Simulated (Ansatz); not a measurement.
# BHO+ (doublet): from Hartree-Fock to the top rungs, def2-TZVPP

One table from this session's results is given with a row withheld; the runs are named, their logs left out.

Program: Ansatz 0.2.0, Gaussian basis. Level of theory: def2-TZVPP, core rule «outside noble gas», up to 2 orbitals frozen. These are calculated values, not measurements.

The runs, in order: UHF; ROHF; CCSD(T) on UHF.

2 further runs of the same task are left out: 2 set aside as unsound or not needed.

### The system

The geometry is a PBE0/def2-TZVP stationary point (not a proven minimum) of the parent state, kept for this charge and spin.

3 atoms, charge 1, spin multiplicity 2.

Atoms are counted from 1 here; the program's logs count them from 0.

Bond lengths: B1–O2 1.272 Å, O2–H3 0.952 Å. Angles: B1–O2–H3 180.0°.

The first run:

The input, in.yaml:

```yaml
crystal:
  periodic: [false, false, false]
  atoms:
    - {symbol: B, position_ang: [0.000000, 0.000000, 1.165459]}
    - {symbol: O, position_ang: [0.000000, 0.000000, -0.106612]}
    - {symbol: H, position_ang: [0.000000, 0.000000, -1.058847]}
basis:
  gaussian: {orbitals: def2-TZVPP}
total_charge: 1
magnetization: {spin_polarized: true, initial_magnetization: 1}
hamiltonian: {xc: hf}
output: {orbitals: {seedname: orbitals}}
```

Run with:

```
$ ansatz run in.yaml --threads 1 --pin off --events-out ev --progress --plain --max-ram 4096MiB --backend cpu
```

Among the steps run: UHF; ROHF; CCSD(T) on UHF.

One table of the session follows, with a row left open; its other results are not shown here.

It belongs to the step «Misses and costs». 

| method | from UCCSD(T) (kJ/mol) |
| --- | --- |
| ROHF | +782.8 |
| UHF | +779.2 |
| UMP2 | ? |
| UCCSD | +30.3 |
| UCCSD(T) | 0 |

**Question.** Estimate the row for UMP2.

**Answer.** from UCCSD(T) (kJ/mol): +42.9. In the column «from UCCSD(T) (kJ/mol)» it lies between UCCSD (+30.3) and UHF (+779.2).
